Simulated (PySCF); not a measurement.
Molecule: SMILES [H]/N=C\C#N, C$_{2}$H$_{2}$N$_{2}$.

Cartesian coordinates in Å; atom numbers follow the order of the lines, from 1:
```xyz
6

H    -1.246   -1.129    0.006
N    -1.362   -0.109    0.023
C    -0.239    0.479    0.003
C     1.048   -0.183   -0.041
N     2.067   -0.734   -0.077
H    -0.204    1.579    0.016
```

Spin–spin couplings on one PBE0-D3(BJ)/def2-SVP geometry, PySCF, gas phase, non-relativistic, equivalent pairs averaged; isotopes ¹³C, ¹H, ¹⁵N; basis pcJ-1.

Q: How do the couplings (Hz) change with the functional? Times are CPU seconds on shared hosts with different chips, so compare them loosely.

A: 
```tsv
functional	functions	¹J(C3,H6)	¹J(C3,C4)	¹J(H1,N2)	¹J(C4,N5)	¹J(N2,C3)	²J(C4,H6)	²J(N2,H6)	core-s
LDA	128	162.6	52.6	-38.0	-6.7	4.8	18.3	-11.8	3.6
PBE	128	191.4	62.2	-41.6	-8.9	1.8	20.5	-13.4	6.2
KT2	128	209.3	47.3	-42.4	-2.3	6.9	22.7	-15.5	6.3
B3LYP	128	207.4	77.1	-48.4	-17.7	-3.1	20.1	-13.0	6.3
PBE0	128	197.6	74.6	-45.7	-16.7	-2.9	17.8	-11.7	6.6
B97-2	128	189.1	73.9	-45.5	-16.0	-3.1	17.3	-11.4	6.4
BHandHLYP	128	224.0	98.3	-56.7	-31.3	-13.6	15.8	-10.1	7.2
CAM-B3LYP	128	205.3	79.5	-48.5	-20.3	-4.0	18.9	-12.5	8.4
``` Left out for a near triplet instability: HF/pcJ-1.
